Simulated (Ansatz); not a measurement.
# ClH3: the cost of one run

Program: Ansatz 0.2.0. Level of theory: RKS PBE0-D4/cc-pVDZ. These are calculated values, not measurements.

**1. The system as given**

Bond lengths: Cl1–H2 1.277 Å.

Coordinates:

```xyz
4

Cl   -0.0239    0.6573   -1.8382
H     0.0256   -0.5729   -1.4983
H     0.3461    0.0820    1.5447
H    -0.3478   -0.1663    1.7919
```

**2. Preparing the start**

Contents of input.yaml:

```yaml
crystal:
  periodic: [false, false, false]
  atoms:
    - { symbol: Cl, position_ang: [-0.0239, 0.6573, -1.8382] }
    - { symbol: H, position_ang: [0.0256, -0.5729, -1.4983] }
    - { symbol: H, position_ang: [0.3461, 0.082, 1.5447] }
    - { symbol: H, position_ang: [-0.3478, -0.1663, 1.7919] }
basis:
  gaussian: { orbitals: cc-pVDZ }
hamiltonian:
  xc: pbe0
  dispersion: d4
relax:
  f_tol: 0.02
  max_steps: 40
scf:
  lower_state_search: "off"
```

Launch:

```bash
> ansatz run input.yaml --threads 1 --pin off --max-ram 2048MiB --backend cpu --events-out ev --progress --plain --runs-dir out
```

What time and memory should one allow on 1 thread of AMD EPYC 9R45 (Zen 5), shared host?

About 4.4 s, with a peak of 0.1 GiB.
